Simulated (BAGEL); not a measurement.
# CH5SSi (SMILES C[SiH2][S]) at ROHF/6-31G(d) (density fitting with qzvpp-jkfit, spherical functions)

Aim: the energy change on altering one bond length of CH5SSi at ROHF/6-31G* (density fitting with qzvpp-jkfit, spherical functions), from 2 runs. 

Program for the calculation: BAGEL 1.2.2.

**1. The molecule**

CH5SSi has 8 atoms, charge 0, and is taken as a doublet. As SMILES, `C[SiH2][S]`. Geometry: relaxed at PBE0-D4/def2-TZVP.

Bond lengths: C1–Si2 1.864 Å, Si2–S3 2.125 Å, C1–H4 1.094 Å, C1–H5 1.092 Å, C1–H6 1.092 Å, Si2–H7 1.492 Å, Si2–H8 1.488 Å. Some angles: C1–Si2–S3 114.0°, C1–Si2–H7 111.2°, C1–Si2–H8 110.4°, S3–Si2–H7 102.4°, S3–Si2–H8 109.7°, Si2–C1–H4 110.2°, Si2–C1–H5 110.7°, Si2–C1–H6 110.7°, H7–Si2–H8 108.8°, H4–C1–H5 108.7°.

**2. The energy at ROHF/6-31G(d) (density fitting with qzvpp-jkfit, spherical functions)**

input.json reads:

```json
{ "bagel": [

{
  "title": "molecule",
  "basis": "6-31gs.json",
  "df_basis": "qzvpp-jkfit",
  "angstrom": true,
  "geometry": [
    { "atom": "C", "xyz": [      -0.598700,       0.798100,      -0.213000 ] },
    { "atom": "Si", "xyz": [       0.427600,      -0.729400,       0.083900 ] },
    { "atom": "S", "xyz": [       1.890200,      -0.504100,       1.609200 ] },
    { "atom": "H", "xyz": [      -1.299400,       0.628400,      -1.035300 ] },
    { "atom": "H", "xyz": [       0.038500,       1.647400,      -0.466400 ] },
    { "atom": "H", "xyz": [      -1.175300,       1.055400,       0.678100 ] },
    { "atom": "H", "xyz": [       1.258500,      -1.063000,      -1.109700 ] },
    { "atom": "H", "xyz": [      -0.449100,      -1.890100,       0.397300 ] }
  ]
},

{
  "title": "rohf",
  "nopen": 1
},

{
  "title": "print",
  "file": "orbitals.molden",
  "orbitals": true
}

]}
```

The basis set 6-31G* is read from a file made from the Basis Set Exchange's data (not shown).

Run with:

```bash
$ BAGEL_NUM_THREADS=1 BAGEL input.json > input.out
```

The program printed:

```text
* using 1 threads per process

  ===============================================================
  ===============================================================

  *** Geometry ***

  { "atom" : "C", "xyz" : [     -1.131379,      1.508190,     -0.402512 ] },
  { "atom" : "Si", "xyz" : [      0.808047,     -1.378366,      0.158548 ] },
  { "atom" : "S", "xyz" : [      3.571960,     -0.952611,      3.040947 ] },
  { "atom" : "H", "xyz" : [     -2.455510,      1.187504,     -1.956433 ] },
  { "atom" : "H", "xyz" : [      0.072754,      3.113135,     -0.881368 ] },
  { "atom" : "H", "xyz" : [     -2.220995,      1.994417,      1.281423 ] },
  { "atom" : "H", "xyz" : [      2.378220,     -2.008779,     -2.097029 ] },
  { "atom" : "H", "xyz" : [     -0.848676,     -3.571771,      0.750788 ] },

  Number of auxiliary basis functions:      421

  Since a DF basis is specified, we compute 2- and 3-index integrals:
    o Being stored without compression. Storage requirement is 0.012 GB

  Number of basis functions:       60
  Number of electrons      :       41

    * METHOD: MOLECULE                             0.13

  *** Open-shell HF ***

  === Nuclear Repulsion ===
   139.4233503093

      * DIIS with orbital gradients will be used.

  === ROHF iteration (6-31gs.json) ===
      0       -727.11427617          0.02815835           0.06
      1       -727.19534617          0.01051300           0.06
      2       -727.20890880          0.00435515           0.06
      3       -727.21118988          0.00129352           0.06
      4       -727.21165454          0.00023089           0.06
      5       -727.21170648          0.00010501           0.06
      6       -727.21171643          0.00006827           0.06
      7       -727.21172225          0.00005627           0.06
      8       -727.21173122          0.00004199           0.06
      9       -727.21173440          0.00004024           0.06
     10       -727.21173721          0.00003971           0.06
     11       -727.21174248          0.00003898           0.06
     12       -727.21174926          0.00003764           0.06
     13       -727.21178527          0.00003025           0.06
     14       -727.21181345          0.00002670           0.06
     15       -727.21181820          0.00002119           0.06
     16       -727.21182693          0.00003216           0.06
     17       -727.21184096          0.00003623           0.06
     18       -727.21184286          0.00001950           0.06
     19       -727.21183599          0.00001401           0.06
     20       -727.21184057          0.00001551           0.06
     21       -727.21184299          0.00000659           0.06
     22       -727.21184501          0.00000465           0.06
     23       -727.21184572          0.00000332           0.06
     24       -727.21184590          0.00000211           0.06
     25       -727.21184597          0.00000117           0.06
     26       -727.21184618          0.00000041           0.06
     27       -727.21184618          0.00000015           0.06
     28       -727.21184618          0.00000007           0.06
     29       -727.21184618          0.00000004           0.06
     30       -727.21184618          0.00000003           0.06
     31       -727.21184618          0.00000001           0.06
     32       -727.21184618          0.00000001           0.06
    * SCF iteration converged.

    * S^2 (ROHF) is 0.7500

    * Permanent dipole moment:
           (    0.629837,    -0.206756,     0.457896) a.u.

    * METHOD: ROHF                                 2.06

    * METHOD: PRINT                                0.01

  ===============================================================
```

Wall time 2.4 s (1 thread of Arm Neoverse V2, shared host); peak memory 0.081 GiB.

**3. The distorted shape at the same level**

hf.json reads:

```json
{ "bagel" : [

{
  "title" : "molecule",
  "basis" : "6-31gs.json",
  "df_basis" : "qzvpp-jkfit",
  "angstrom" : true,
  "geometry" : [
    { "atom" : "C", "xyz" : [      -0.906606,       1.256374,      -0.302075 ] },
    { "atom" : "Si", "xyz" : [       0.427600,      -0.729400,       0.083900 ] },
    { "atom" : "S", "xyz" : [       1.890200,      -0.504100,       1.609200 ] },
    { "atom" : "H", "xyz" : [      -1.607306,       1.086674,      -1.124375 ] },
    { "atom" : "H", "xyz" : [      -0.269406,       2.105674,      -0.555475 ] },
    { "atom" : "H", "xyz" : [      -1.483206,       1.513674,       0.589025 ] },
    { "atom" : "H", "xyz" : [       1.258500,      -1.063000,      -1.109700 ] },
    { "atom" : "H", "xyz" : [      -0.449100,      -1.890100,       0.397300 ] }
  ]
},

{ "title" : "rohf", "nopen" : 1 },

{ "title" : "print", "file" : "orbitals.molden", "orbitals" : true }

]}
```

The basis set 6-31G* is read from a file made from the Basis Set Exchange's data (not shown).

Run with:

```bash
$ BAGEL_NUM_THREADS=1 BAGEL hf.json > hf.out
```

The program printed:

```text
* using 1 threads per process

  ===============================================================
  ===============================================================

  *** Geometry ***

  { "atom" : "C", "xyz" : [     -1.713237,      2.374203,     -0.570839 ] },
  { "atom" : "Si", "xyz" : [      0.808047,     -1.378366,      0.158548 ] },
  { "atom" : "S", "xyz" : [      3.571960,     -0.952611,      3.040947 ] },
  { "atom" : "H", "xyz" : [     -3.037368,      2.053516,     -2.124761 ] },
  { "atom" : "H", "xyz" : [     -0.509104,      3.979147,     -1.049696 ] },
  { "atom" : "H", "xyz" : [     -2.802853,      2.860429,      1.113096 ] },
  { "atom" : "H", "xyz" : [      2.378220,     -2.008779,     -2.097029 ] },
  { "atom" : "H", "xyz" : [     -0.848676,     -3.571771,      0.750788 ] },

  Number of auxiliary basis functions:      421

  Since a DF basis is specified, we compute 2- and 3-index integrals:
    o Being stored without compression. Storage requirement is 0.012 GB

  Number of basis functions:       60
  Number of electrons      :       41

    * METHOD: MOLECULE                             0.13

  *** Open-shell HF ***

  === Nuclear Repulsion ===
   129.2455472330

      * DIIS with orbital gradients will be used.

  === ROHF iteration (6-31gs.json) ===
      0       -727.03304242          0.03177546           0.06
      1       -727.12948005          0.01503259           0.06
      2       -727.15057183          0.00781793           0.06
      3       -727.15645883          0.00151238           0.06
      4       -727.15709951          0.00027708           0.06
      5       -727.15716335          0.00011149           0.06
      6       -727.15717330          0.00005797           0.06
      7       -727.15717789          0.00004815           0.06
      8       -727.15718405          0.00003862           0.06
      9       -727.15718740          0.00003672           0.06
     10       -727.15718987          0.00003630           0.06
     11       -727.15719314          0.00003584           0.06
     12       -727.15720046          0.00003475           0.06
     13       -727.15723209          0.00002868           0.06
     14       -727.15725873          0.00002605           0.06
     15       -727.15726227          0.00002116           0.06
     16       -727.15727400          0.00003468           0.06
     17       -727.15728849          0.00003977           0.06
     18       -727.15728553          0.00001905           0.06
     19       -727.15727862          0.00001491           0.06
     20       -727.15728519          0.00001673           0.06
     21       -727.15728831          0.00001113           0.06
     22       -727.15729105          0.00000635           0.06
     23       -727.15729325          0.00000542           0.05
     24       -727.15729343          0.00000398           0.06
     25       -727.15729368          0.00000269           0.06
     26       -727.15729415          0.00000088           0.06
     27       -727.15729412          0.00000056           0.05
     28       -727.15729409          0.00000044           0.06
     29       -727.15729409          0.00000023           0.06
     30       -727.15729408          0.00000017           0.06
     31       -727.15729408          0.00000011           0.06
     32       -727.15729408          0.00000005           0.06
     33       -727.15729408          0.00000002           0.06
     34       -727.15729409          0.00000002           0.06
     35       -727.15729409          0.00000002           0.06
     36       -727.15729409          0.00000001           0.06
     37       -727.15729409          0.00000001           0.06
    * SCF iteration converged.

    * S^2 (ROHF) is 0.7500

    * Permanent dipole moment:
           (    0.460258,    -0.013943,     0.391648) a.u.

    * METHOD: ROHF                                 2.28

    * METHOD: PRINT                                0.01

  ===============================================================
```

Wall time 2.6 s (1 thread of Arm Neoverse V2, shared host); peak memory 0.081 GiB.

**4. Outcome**

At ROHF/6-31G* (density fitting with qzvpp-jkfit, spherical functions):

```
                                                          quantity          value
                                         first shape: total energy  -727.21185 Eh
                                        first shape: dipole moment         2.05 D
                                                 first shape: ⟨S²⟩          0.750
                                     distorted shape: total energy  -727.15729 Eh
                                    distorted shape: dipole moment         1.54 D
                                             distorted shape: ⟨S²⟩          0.750
energy change with the C1–Si2 bond stretched from 1.864 to 2.423 Å       1.484 eV
```

What this shows: With the C1–Si2 bond stretched from 1.864 to 2.423 Å the energy rises by 1.48 eV (143 kJ/mol). The first shape isn't relaxed at this level, so the change isn't measured from a minimum.
